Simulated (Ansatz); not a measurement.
We consider solid bromine, described by RPBE (plane waves, PAW; Ansatz, a quantum-chemistry and plane-wave program).

Run with plane-wave cutoff 520 eV, 10×10×4 k mesh (along the axes of the cell as run), Fermi–Dirac smearing 0.01 eV, scalar-relativistic PAW data made under PBE.

Cell (measured lattice):

```cif
data_Br4
_chemical_formula_sum 'Br4'
_space_group_name_H-M_alt 'P 1'
_space_group_IT_number 1
_cell_length_a 4.10070
_cell_length_b 4.10070
_cell_length_c 8.70020
_cell_angle_alpha 90.000
_cell_angle_beta 90.000
_cell_angle_gamma 110.607
loop_
_space_group_symop_operation_xyz
  'x, y, z'
loop_
_atom_site_label
_atom_site_type_symbol
_atom_site_fract_x
_atom_site_fract_y
_atom_site_fract_z
_atom_site_occupancy
Br1 Br 0.87480 0.87480 0.88275 1
Br2 Br 0.62520 0.62520 0.38275 1
Br3 Br 0.37480 0.37480 0.61725 1
Br4 Br 0.12520 0.12520 0.11725 1
```

**Question.** What does this level give for the band gap and smallest direct gap on the k points sampled?

**Answer.** 
- band gap: 1.69 eV (indirect)
- smallest direct gap on the k points sampled: 1.71 eV

Note: cell and atoms aren't relaxed at this level (largest force component 0.09 eV/Å, pressure 2.1 GPa).

Spin–orbit coupling is not included.

Static lattice: no zero-point or thermal effects.

It cost very roughly 30 core-seconds of CPU time.
